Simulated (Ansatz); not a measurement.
Working through a search for lower mean-field states of B2H5 (charge -1), SMILES B[BH3-]

With Ansatz 0.2.0 through its Python package.

Contents of `b2h5.xyz`:
```text
7

B     0.94760    0.10680    0.00530
B    -0.70810   -0.08060   -0.00410
H     1.65090   -0.83250   -0.12970
H     1.41880    1.18050    0.14720
H    -1.15570    0.29650    1.03320
H    -0.97900   -1.23030   -0.15830
H    -1.17450    0.55940   -0.89370
```

At the Python prompt:
```pycon
>>> import ansatz as az
>>> import numpy as np
>>> BASIS = "6-31G*"
>>> XC = "hf"
>>> NET_CHARGE = -1
>>> molecule = az.Crystal.molecule_from_extxyz("b2h5.xyz")
>>> symbols = [site.symbol for site in molecule.cartesian_sites]
>>> start = np.array([site.position_ang for site in molecule.cartesian_sites])
>>> for factor in [1.0, 1.25, 1.6]:
...     xyz = (start - start.mean(axis=0)) * factor
...     scaled = az.Crystal.molecule()
...     for symbol, place in zip(symbols, xyz):
...         scaled = scaled.atom(symbol, place.tolist())
...     job = (
...         scaled.calculation()
...         .basis(gaussian=BASIS)
...         .functional(XC)
...         .charge(NET_CHARGE)
...         .spin("collinear")
...     )
...     for search in ("off", "standard"):
...         try:
...             data = job.scf(lower_state_search=search).run(threads=1).report
...         except az.AnsatzError as error:
...             print(f"x{factor} search {search}: {type(error).__name__}")
...             continue
...         state = data["mean_field"]["state"]
...         print(f"all distances x{factor}, search {search:8s} E = {data['free_energy_ev']:.5f} eV  <S^2> = {abs(state['spin_squared']):.3f}  other states met: {len(data['mean_field']['others'])}")
...
all distances x1.0, search off      E = -1420.39818 eV  <S^2> = 0.000  other states met: 0
all distances x1.0, search standard E = -1420.39818 eV  <S^2> = 0.000  other states met: 0
all distances x1.25, search off      E = -1417.50947 eV  <S^2> = 0.000  other states met: 0
all distances x1.25, search standard E = -1417.50947 eV  <S^2> = 0.000  other states met: 0
all distances x1.6, search off      E = -1408.03286 eV  <S^2> = 0.000  other states met: 0
all distances x1.6, search standard E = -1408.27397 eV  <S^2> = 0.841  other states met: 6
```

Caveats:
- Total energies depend on the basis set; only differences at equal settings carry meaning.
- The count of other states can hold repeated and symmetry-equivalent ends of the search; scaling all distances is a test, and for more than two atoms no physical path.
- The structure is a rough, unrelaxed start.
- The expectation value of S² is noticeably off S(S+1) in at least one run, so that state is spin-contaminated.
- Anions want diffuse functions, which this basis lacks.
- Run time: 2.4 s on 1 thread of Arm Neoverse V1, with other jobs on the host, peak memory 0.15 GiB.
